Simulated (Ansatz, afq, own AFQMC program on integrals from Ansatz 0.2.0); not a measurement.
## Where AFQMC and coupled cluster stand for HBrO, triplet

```yaml
atoms:
  - { symbol: Br, position_ang: [0.0000, 0.0000, -1.3929] }
  - { symbol: H, position_ang: [0.0000, 0.0000, 0.0277] }
  - { symbol: O, position_ang: [0.0000, 0.0000, 1.3651] }
```

Connectivity, by distances: BrH ··· O.

Basis cc-pVTZ. Only valence electrons are correlated. Ansatz 0.2.0 and our own AFQMC program on the same integrals; the CISD trial comes from CCSD amplitudes, and released means the phaseless constraint is let go. Uncertainties: one standard error, sampling alone. No spin–orbit coupling.

Determinant: UHF, the one that the program's search chose, which needn't be the lowest solution. The geometry is a point of a scan.

No full CI on the walks' own integrals is used here; CCSDT(Q) serves as the reference and is uncertain by about the last step of the cluster series.

Cautions: no relativity below Rb; no spin-orbit coupling; inner d shell frozen; lower spins were not checked; the released energies are still falling, so no released level is given (meV from the phaseless value at times in 1/Eh: -3 ± 4 at 0.24, -9 ± 8 at 0.51, -17 ± 4 at 0.99, -18 ± 9 at 1.62, -32 ± 9 at 2.40), though the last usable value meets CCSDT(Q) within the noise.

```
T1 diagnostic                               : 0.0197
weight of the determinant in the CISD state : 0.876
⟨S²⟩ of the determinant                     : 2.028
size of the correlated space                : 14 electrons in 72 orbitals
```

| level | correlation energy (eV) |
| --- | --- |
| MP2 | -9.0325 |
| CCSD | -10.0022 |
| CCSD(T) | -10.3196 |

Problem. Estimate where phaseless AFQMC with a CISD trial lies against CCSD(T) on the same integrals.

Solution. 2.4 ± 0.4 kJ/mol below CCSD(T).

Reference: CCSDT(Q), correlation energy -10.362 eV.

| level | E − E(reference) (kJ/mol) | share of correlation (%) |
| --- | --- | --- |
| CCSD(T) | 4.1 | 99.59 |
| CCSDT | 1.3 | 99.87 |
| ph-AFQMC/CISD | 1.7 ± 0.4 | 99.83 |

A walk keeps the symmetry of its determinant, which the program's search chose and which needn't be the lowest solution, so a lower state of the same spin and another symmetry isn't excluded.
